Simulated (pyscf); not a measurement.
Optimised with ωB97X-D3(BJ)/def2-SVP in PySCF.

For the elementary gas-phase step SiH₂ (SMILES [SiH2]) [singlet] + H₃C–OH (SMILES CO) → HO–CH₂–SiH₃ (SMILES OC[SiH3]) (singlet surface; C–H broken, C–Si, H–Si formed), what barrier and reaction energy does PBE/def2-TZVP give, measured from the separated reactants?

ΔE‡ = 0.87 eV, ΔE = -2.24 eV. CCSD(T)/def2-TZVPP + ΔMP2(QZVPP) gives 1.21 eV and -2.23 eV. Zero-point energy shifts the barrier by -0.03 eV. It is an insertion, with an imaginary mode of 1079i cm⁻¹. On the reactant side the descent ends in an adduct with a O–Si contact, 1.03 eV under the separated species and 2.13 eV under the saddle at ωB97X-D3(BJ)/def2-TZVP. At ωB97X-D3(BJ) the barrier from the zero used here is 1.10 eV. The same reactants have a lower exit, to H₃C–O–SiH₃ (barrier +0.10 eV at ωB97M-D3(BJ), against +1.20 eV here). HO–CH₂–SiH₃ lies 2.12 eV over its isomer H₃C–SiH₂–OH (electronic energy, ωB97M-D3(BJ)). One saddle was located; it need not be the lowest between these sides. The CCSD(T) − MP2 part came from Ansatz, without density fitting, on the same reference.
